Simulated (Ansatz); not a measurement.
**Ladder of methods for the band gap of chalcopyrite ZnSnAs₂**

Reference value: 0.75 eV (measured, temperature not stated, not corrected to a static lattice, direct or pseudo-direct at Γ, sources range from 0.65 to 0.75; as tabulated in Ghosh et al. (2024), arXiv:2401.16805).

Which of these levels comes closest to the reference?
A. PBEsol+SOC (Ansatz, a program for electronic structure)
B. HSE06+SOC (Ansatz)
C. LDA+SOC (Ansatz)

B, HSE06+SOC (Ansatz)

| level (code) | value (eV) | difference (eV) |
|---|---|---|
| LDA+SOC (Ansatz) | 0.00 | -0.75 |
| PBEsol+SOC (Ansatz) | 0.00 | -0.75 |
| HSE06+SOC (Ansatz) | 0.61 (direct) | -0.14 |

Closest of these to the reference: HSE06+SOC (-0.14 eV). Farthest off: LDA+SOC (-0.75 eV), PBEsol+SOC (-0.75 eV). Of these only HSE06+SOC lands within 0.3 eV. No gap at all, against the measurement: LDA+SOC, PBEsol+SOC.

Semilocal Kohn–Sham gaps run low as a rule, and all computed values are for a static lattice, while measured ones hold electron–phonon shifts unless said otherwise. A gap of zero means that the bands touch or overlap; how far they overlap is not shown.  Values are at the measured cell (atoms relaxed with PBEsol). Cutoffs and k meshes differ between the levels. Ansatz's density-functional and Hartree–Fock values are scalar-relativistic unless marked +SOC, with PAW data made under PBE.

Differences are worked out from the printed values.
